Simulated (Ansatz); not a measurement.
Breaking a bond: H2, singlet.

Calculation: full CI/cc-pVTZ, frozen core in Ansatz (a program for electronic structure).

The batch members p0 to p7 hold the bond at 0.60, 0.63, 0.68, 0.70, 0.74, 0.75, 0.78, 0.80 Å.

Ansatz input:

Ansatz 0.2 input:
```yaml
# input.yaml
basis:
  gaussian: { orbitals: cc-pvtz }
correlation:
  method: fci
  electrons: outside_noble_gas
scf:
  omitted_lower_state_checks: [cluster_reference, increment]
batch:
  members: [p0.yaml, p1.yaml, p2.yaml, p3.yaml, p4.yaml, p5.yaml, p6.yaml, p7.yaml]

# p4.yaml, one of the 8 members of this batch
crystal:
  periodic: [false, false, false]
  atoms:
    - { symbol: H, position_ang: [0.0, 0.0, 0.0] }
    - { symbol: H, position_ang: [0.0, 0.0, 0.74] }
total_charge: 0
magnetization:
  spin_polarized: false
```

Lines of the output on each member:

```
Member 0: Total energy: -31.38882215 eV, -1.1535179378 hartree
Member 0: Checks for a lower state left out: cluster_reference, increment
Member 3: Total energy: -31.86493063 eV, -1.1710146018 hartree
Member 3: Checks for a lower state left out: cluster_reference, increment
Member 1: Total energy: -31.60464341 eV, -1.1614492231 hartree
Member 1: Checks for a lower state left out: cluster_reference, increment
Member 4: Total energy: -31.90078176 eV, -1.1723321067 hartree
Member 4: Checks for a lower state left out: cluster_reference, increment
Member 2: Total energy: -31.81960169 eV, -1.1693487940 hartree
Member 2: Checks for a lower state left out: cluster_reference, increment
Member 5: Total energy: -31.89994155 eV, -1.1723012293 hartree
Member 5: Checks for a lower state left out: cluster_reference, increment
Member 7: Total energy: -31.84837694 eV, -1.1704062648 hartree
Member 7: Checks for a lower state left out: cluster_reference, increment
Member 6: Total energy: -31.87766925 eV, -1.1714827375 hartree
Member 6: Checks for a lower state left out: cluster_reference, increment
```
